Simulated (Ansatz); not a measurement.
Geometry optimisation, RKS PBE-D4/def2-SVP (Ansatz 0.2.0).

Input:

```yaml
crystal:
  periodic: [false, false, false]
  atoms:
    - { symbol: B, position_ang: [-0.831703, -0.109108, -1.118481] }
    - { symbol: H, position_ang: [0.007912, 0.675334, -1.393765] }
    - { symbol: H, position_ang: [-0.63207, -1.303178, -1.229978] }
    - { symbol: H, position_ang: [-1.946264, 0.310562, -0.874695] }
    - { symbol: H, position_ang: [0.703279, 0.1468, 1.180805] }
    - { symbol: "N", position_ang: [-0.156379, -0.176648, 1.632991] }
    - { symbol: H, position_ang: [1.8322, 0.446627, -0.855157] }
    - { symbol: F, position_ang: [2.363142, 0.650251, -0.133484] }
    - { symbol: H, position_ang: [-0.410253, -1.11742, 1.315749] }
    - { symbol: H, position_ang: [-0.929964, 0.476681, 1.475916] }
basis:
  gaussian: { orbitals: def2-SVP }
hamiltonian:
  xc: pbe
  dispersion: d4
relax:
  f_tol: 0.03
  max_steps: 50
```

Run as:

```bash
$ ansatz run input.yaml --threads 2 --pin off --max-ram 3072MiB --backend cpu --events-out ev --progress --plain --runs-dir out
```

Problem. Where does it end, and by what steps?

Solution. The forces met the threshold. After 13 steps the energy has fallen by 1.812 eV; N6 moved furthest, 0.73 Å. Joined: B1–N6.

```json
{"step": "0", "energy less start (eV)": "0.0000", "largest force component (eV/Å)": "0.914", "accepted": "yes"}
{"step": "1", "energy less start (eV)": "-0.2121", "largest force component (eV/Å)": "0.893", "accepted": "yes"}
{"step": "2", "energy less start (eV)": "-0.4601", "largest force component (eV/Å)": "1.529", "accepted": "yes"}
{"step": "3", "energy less start (eV)": "-0.7407", "largest force component (eV/Å)": "2.110", "accepted": "yes"}
{"step": "4", "energy less start (eV)": "-1.0500", "largest force component (eV/Å)": "2.441", "accepted": "yes"}
{"step": "5", "energy less start (eV)": "-1.5620", "largest force component (eV/Å)": "1.816", "accepted": "yes"}
{"step": "6", "energy less start (eV)": "-1.6605", "largest force component (eV/Å)": "1.333", "accepted": "yes"}
{"step": "7", "energy less start (eV)": "-1.6797", "largest force component (eV/Å)": "1.752", "accepted": "yes"}
{"step": "8", "energy less start (eV)": "-1.7204", "largest force component (eV/Å)": "0.988", "accepted": "yes"}
{"step": "9", "energy less start (eV)": "-1.7796", "largest force component (eV/Å)": "0.431", "accepted": "yes"}
{"step": "10", "energy less start (eV)": "-1.7940", "largest force component (eV/Å)": "0.259", "accepted": "yes"}
{"step": "11", "energy less start (eV)": "-1.7468", "largest force component (eV/Å)": "1.250", "accepted": "no"}
{"step": "12", "energy less start (eV)": "-1.8104", "largest force component (eV/Å)": "0.069", "accepted": "yes"}
{"step": "13", "energy less start (eV)": "-1.8123", "largest force component (eV/Å)": "0.024", "accepted": "yes"}
```

```xyz
10
Properties=species:S:1:pos:R:3
B -0.624 -0.126 -0.680
H 0.021 0.840 -1.149
H -0.251 -1.201 -1.134
H -1.822 0.093 -0.822
H 0.756 -0.079 0.991
N -0.280 -0.139 0.910
H 1.363 0.538 -0.738
F 2.134 0.410 -0.158
H -0.611 -0.999 1.368
H -0.686 0.663 1.412
```

The run took 6.5 s on 2 threads of AMD EPYC 9B45 (Zen 5), with other jobs on the host, peak memory 0.16 GiB.
